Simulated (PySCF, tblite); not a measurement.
Dissociation curve of SMILES C#C. The C1–H4 bond (C1 also carries C; H4 carries nothing else) is varied alone, starting from the PBE0/def2-TZVP optimised geometry. Each curve is given relative to its own lowest point near equilibrium.

```csv
R / Å,A,B,C,D
0.85,119.6,140.8,134.2,148.9
0.90,59.0,74.2,68.5,80.0
0.96,18.1,26.4,22.3,29.7
1.00,4.9,9.2,6.6,11.2
1.02,1.5,4.2,2.4,5.5
1.06,0.0,0.0,0.0,0.0
1.09,2.6,1.2,2.6,0.3
1.14,12.3,9.7,13.8,7.3
1.17,20.7,18.0,23.7,14.7
1.25,49.5,48.5,58.9,42.6
1.31,75.1,76.8,91.1,69.0
1.43,131.1,140.9,163.4,128.5
1.59,207.9,230.8,262.4,213.1
1.74,276.4,311.8,332.0,290.7
1.92,349.9,400.2,381.7,371.1
2.12,418.6,476.1,410.7,438.0
2.33,476.0,523.4,425.8,481.3
2.61,531.7,556.1,434.6,506.6
2.84,562.7,569.5,437.7,513.7
3.18,590.8,579.0,439.4,517.3
3.72,607.8,583.9,440.1,518.5
```

Energies in kJ/mol.

### Question
Match the curves with the methods GFN2-xTB, 300 K electronic temperature (tblite); CCSD on UHF/6-31G, 2 core orbitals frozen run with PySCF; UHF/6-31G run with PySCF; PySCF with unrestricted B3LYP/6-31G.

### Answer
A is GFN2-xTB; B is UKS-B3LYP; C is UHF; D is UCCSD.

The unrestricted determinant behind UKS-B3LYP is spin-contaminated at 2.12 to 3.72 Å (<S²> up to 1.0, against 0.00 for a pure singlet). The unrestricted determinant behind UCCSD, UHF is spin-contaminated at 1.59 to 3.72 Å (<S²> up to 1.4, against 0.00 for a pure singlet).
